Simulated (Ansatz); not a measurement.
# B₂SiH (quartet): wave-function methods side by side, cc-pVTZ

The task here is to estimate one member of a computed series from the others.

The runs use Ansatz 0.2.0, Gaussian basis; cc-pVTZ, core rule «outside noble gas», up to 7 orbitals frozen.

The runs, in order: UHF; CCSD(T) on ROHF; CCSD(T) on UHF; BCCD(T) on ROHF; CCSDT(Q) on ROHF; CCSDT(Q) on UHF.

5 further runs of the same task are left out: 5 set aside as unsound or not needed.

### The geometry

The geometry is a PBE0/def2-TZVP stationary point (not a proven minimum).

4 atoms, charge 0, spin multiplicity 4.

Atoms are counted from 1 here; the program's logs count them from 0.

Bond lengths: B1–B2 1.555 Å, B1–H4 1.178 Å, B2–Si3 1.975 Å. Angles: B2–B1–H4 180.0°, B1–B2–Si3 180.0°.

Set-up of the first run:

in.yaml reads:

```yaml
crystal:
  periodic: [false, false, false]
  atoms:
    - {symbol: B, position_ang: [0.000000, 0.000000, -0.976964]}
    - {symbol: B, position_ang: [0.000000, 0.000000, 0.578505]}
    - {symbol: Si, position_ang: [0.000000, 0.000000, 2.553858]}
    - {symbol: H, position_ang: [0.000000, 0.000000, -2.155400]}
basis:
  gaussian: {orbitals: cc-pVTZ}
magnetization: {spin_polarized: true, initial_magnetization: 3}
hamiltonian: {xc: hf}
output: {orbitals: {seedname: orbitals}}
```

Command:

```console
$ ansatz run in.yaml --threads 1 --pin off --events-out ev --progress --plain --max-ram 4096MiB --backend cpu
```

Steps of the session up to this table: UHF; CCSD(T) on ROHF; CCSD(T) on UHF; BCCD(T) on ROHF; CCSDT(Q) on ROHF; CCSDT(Q) on UHF.

One table of the session follows, with a row left open; its other results are not shown here.

It belongs to the step «Misses and costs». 

```
   method  from UCCSDT(Q) (meV)
     ROHF               +7643.6
      UHF               +7428.5
     RMP2                     ?
     UMP2               +1558.9
    RCCSD                +416.5
    UCCSD                +408.1
 RCCSD(T)                 +77.8
 UCCSD(T)                 +78.5
  BCCD(T)                 +77.1
   RCCSDT                 +22.2
   UCCSDT                 +20.4
RCCSDT(Q)                  +1.7
UCCSDT(Q)                     0
```

**Question.** Estimate the row for RMP2.

As computed: from UCCSDT(Q) (meV): +1505.5. In the column «from UCCSDT(Q) (meV)» it lies between RCCSD (+416.5) and UMP2 (+1558.9).

With the free atoms at the same levels and basis (separate runs), the atomisation energy is 10.234 eV at UCCSDT(Q), 10.204 eV at RCCSD(T), 10.200 eV at UCCSD(T), 8.646 eV at ROHF.

Limits of these values: Restricted and unrestricted rows rest on different reference determinants; where their highest levels disagree by more than a few hundredths of an eV, they describe different states and don't form one ladder.
